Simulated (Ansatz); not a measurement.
# BH4, quartet in 6-31G: errors against full CI

Geometry: that of the BH4, doublet, kept fixed. The doublet lies 8.6 eV lower here.

```yaml
atoms:
  - { symbol: B, position_ang: [0.0000, 0.0000, 0.0000] }
  - { symbol: H, position_ang: [0.4147, 0.8125, 0.8107] }
  - { symbol: H, position_ang: [-0.4243, -0.8077, 0.8105] }
  - { symbol: H, position_ang: [-0.4128, 0.8086, -0.8154] }
  - { symbol: H, position_ang: [0.4225, -0.8134, -0.8057] }
```

Basis 6-31G; Ansatz 0.2.0. Correlated methods freeze the noble-gas cores, which leaves 7 electrons in 16 orbitals. Prefix R: restricted or restricted open-shell reference; prefix U: unrestricted. Active spaces: valence = (7e, 8o) chosen from the atoms' valence shells.

Full CI is exact within this basis and frozen core; it isn't the basis-set limit. The frozen core follows each run's orbitals, which can shift R against U totals by a few meV.

For open shells CISD and CISDTQ are restricted-active-space CI with the open shells as a complete middle space.

- UHF ⟨S²⟩: 3.753
- T1 diagnostic (RCCSD): 0.0215
- largest doubles amplitude (RCCSD): 0.082
- T1 diagnostic (UCCSD): 0.0177

| level | E − E(RHF) (eV) |
| --- | --- |
| UHF | -0.0459 |
| RMP2 | -1.4970 |
| UMP2 | -1.4994 |
| RCCSD | -2.0545 |
| UCCSD | -2.0552 |
| RCCSD(T) | -2.0864 |
| UCCSD(T) | -2.0869 |

(1) Estimate how far full CI in 6-31G lies from RCCSD(T). The table doesn't fix it; the size of (T) and the diagnostics are the guide.

(1) Full CI in 6-31G lies 0.33 kcal/mol below RCCSD(T), which is 45 % of the (T) step (-0.73 kcal/mol). The diagnostics give no warning, yet the rest is a sizeable part of (T).

The other levels:

```json
{"level": "CISD", "E − E(full CI) (kcal/mol)": "1.86", "share of correlation (%)": "96.16", "wall time": "0.27 s"}
{"level": "BCCD(T)", "E − E(full CI) (kcal/mol)": "0.31", "share of correlation (%)": "99.36", "wall time": "0.24 s"}
{"level": "RCCSDT", "E − E(full CI) (kcal/mol)": "0.03", "share of correlation (%)": "99.94", "wall time": "–"}
{"level": "UCCSDT", "E − E(full CI) (kcal/mol)": "0.02", "share of correlation (%)": "99.96", "wall time": "–"}
{"level": "CISDTQ", "E − E(full CI) (kcal/mol)": "0.02", "share of correlation (%)": "99.97", "wall time": "1.4 s"}
{"level": "RCCSDT(Q)", "E − E(full CI) (kcal/mol)": "0.00", "share of correlation (%)": "100.00", "wall time": "1.3 s"}
{"level": "UCCSDT(Q)", "E − E(full CI) (kcal/mol)": "-0.01", "share of correlation (%)": "100.02", "wall time": "1.1 s"}
{"level": "RCCSDTQ", "E − E(full CI) (kcal/mol)": "0.00", "share of correlation (%)": "100.01", "wall time": "6.5 s"}
{"level": "UCCSDTQ", "E − E(full CI) (kcal/mol)": "-0.01", "share of correlation (%)": "100.03", "wall time": "6.5 s"}
{"level": "CASSCF (valence space)", "E − E(full CI) (kcal/mol)": "20.80", "share of correlation (%)": "57.07", "wall time": "–"}
{"level": "NEVPT2 (valence space)", "E − E(full CI) (kcal/mol)": "5.47", "share of correlation (%)": "88.71", "wall time": "0.6 s"}
{"level": "MRCISD (valence space)", "E − E(full CI) (kcal/mol)": "0.69", "share of correlation (%)": "98.58", "wall time": "–"}
{"level": "MRCISD+Q (valence space)", "E − E(full CI) (kcal/mol)": "0.30", "share of correlation (%)": "99.39", "wall time": "1 s"}
```

The correlation energy at full CI, counted from RHF, is -2.101 eV. That run took 0.9 s on 1 thread of AMD EPYC 9R45, shared host over 131,040 determinants.

Times hold each run's SCF and search for its determinant on a shared host, so for small cases they say little of a method's own cost; they ran on 1 thread of AMD EPYC 9R45.

The full-CI state has the irrep B2 of C2v, in the program's axes (one component, if the state is degenerate).

Natural occupations of full CI about the gap: 1.962 1.959 1.008 1.000 0.982 0.028 0.023 0.010 0.006 0.006; effectively unpaired electrons, Σ n²(2−n)², 3.02.
